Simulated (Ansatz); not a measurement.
Born–Oppenheimer molecular dynamics of C₂H₈N (11 atoms, charge 1, multiplicity 1). It starts from a relaxed structure.

Method: RKS PBE-D4/6-31G* in Ansatz 0.2.0.

```json
{
 "ensemble": "NVE (velocity Verlet)",
 "time step": "0.5 fs",
 "steps asked": "150",
 "starting velocities drawn for": "700 K",
 "seed": "64587"
}
```

First frame:

```xyz
11
Properties=species:S:1:pos:R:3
C -0.842 0.412 -0.885
N -0.355 -0.317 0.344
C 1.123 -0.161 0.612
H -1.922 0.241 -0.995
H -0.301 0.020 -1.757
H -0.634 1.483 -0.758
H -0.886 0.014 1.168
H -0.579 -1.323 0.254
H 1.381 -0.725 1.520
H 1.339 0.907 0.750
H 1.675 -0.553 -0.252
```

(1) How far do the bonds stretch over the last three quarters of this one trajectory? (Pairs bonded in most of those frames.)

Answers

(1) 
```json
{"bond": "C1–N2", "mean (Å)": "1.516", "spread (Å)": "0.022", "shortest": "1.49", "longest": "1.58"}
{"bond": "C1–H4", "mean (Å)": "1.102", "spread (Å)": "0.020", "shortest": "1.07", "longest": "1.13"}
{"bond": "C1–H5", "mean (Å)": "1.110", "spread (Å)": "0.047", "shortest": "1.04", "longest": "1.17"}
{"bond": "C1–H6", "mean (Å)": "1.101", "spread (Å)": "0.033", "shortest": "1.05", "longest": "1.15"}
{"bond": "N2–C3", "mean (Å)": "1.536", "spread (Å)": "0.042", "shortest": "1.47", "longest": "1.60"}
{"bond": "N2–H7", "mean (Å)": "1.039", "spread (Å)": "0.027", "shortest": "1.00", "longest": "1.08"}
{"bond": "N2–H8", "mean (Å)": "1.038", "spread (Å)": "0.022", "shortest": "1.00", "longest": "1.08"}
{"bond": "C3–H9", "mean (Å)": "1.102", "spread (Å)": "0.034", "shortest": "1.05", "longest": "1.16"}
{"bond": "C3–H10", "mean (Å)": "1.101", "spread (Å)": "0.018", "shortest": "1.07", "longest": "1.13"}
{"bond": "C3–H11", "mean (Å)": "1.113", "spread (Å)": "0.060", "shortest": "1.02", "longest": "1.20"}
```

Mean temperature of the second half: 337 K. The conserved energy stayed within 0.75 meV per atom of its start (net change 0.26 meV per atom), so the integration is sound. The temperature averaged 0.48 of the 700 K drawn at the start: a run that starts near a minimum puts about half its kinetic energy into the potential. A run of 0.075 ps of so small a system gives no equilibrium averages. Limits of this set-up: the dipole of an ion depends on the origin.

Run time: 9.4 min on 1 CPU thread of a shared host.
